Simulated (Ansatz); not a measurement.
# H5Si: the cost of one run

Program: Ansatz 0.2.0. Level of theory: the levels named in each step. These are calculated values, not measurements.

**1. Starting point**

Bond lengths: Si3–H4 1.457 Å, Si3–H5 1.457 Å, Si3–H6 1.469 Å. Angles: H4–Si3–H5 128.8°, H4–Si3–H6 115.5°, H5–Si3–H6 115.7°.

Structure file:

```xyz
6

H     2.8195    0.9816   -0.9215
H     2.0790    0.7203   -0.6792
Si   -0.1526   -0.0530    0.0498
H     0.7009    0.4863    1.1001
H     0.1302   -0.1973   -1.3719
H    -1.4777   -0.5150    0.4854
```

**2. A rough first relaxation, PBE-D4/def2-SVP**

This run stands in another session on the same molecule. It ended at:

```xyz
6

H     1.9808    0.5540   -0.4870
H     1.9169   -0.2509   -0.4780
Si    0.1448    0.2797   -0.1185
H     0.2964    1.3297    0.9271
H    -0.2887    0.6549   -1.4918
H     0.0490   -1.1446    0.3108
```

**3. Relaxation, PBE0-D4/def2-TZVPP**

This run stands in another session on the same molecule. It ended at:

```xyz
6

H     1.9423    0.5359   -0.5661
H     1.9131   -0.2340   -0.4026
Si    0.1550    0.2803   -0.1145
H     0.2949    1.3094    0.9255
H    -0.2626    0.6629   -1.4704
H     0.0565   -1.1315    0.2907
```

**4. Frequencies, PBE0-D4/def2-TZVPP**

Input file input.yaml:

```yaml
crystal:
  periodic: [false, false, false]
  atoms:
    - { symbol: H, position_ang: [1.94234405, 0.53589499, -0.56605934] }
    - { symbol: H, position_ang: [1.91313335, -0.23399714, -0.40264921] }
    - { symbol: Si, position_ang: [0.15498938, 0.28030173, -0.11445658] }
    - { symbol: H, position_ang: [0.29489738, 1.30940013, 0.92553604] }
    - { symbol: H, position_ang: [-0.2625888, 0.66285916, -1.47038817] }
    - { symbol: H, position_ang: [0.05648465, -1.13152888, 0.29072727] }
total_charge: 1
basis:
  gaussian: { orbitals: def2-TZVPP }
hamiltonian:
  xc: pbe0
  dispersion: d4
phonons: {}
```

Command:

```bash
> ansatz run input.yaml --threads 2 --pin off --max-ram 5120MiB --backend cpu --events-out ev --progress --plain --runs-dir out
```

Q: Estimate wall time and peak memory on 2 threads of Arm Neoverse V2, shared host.

About 21 s, with a peak of 0.15 GiB.
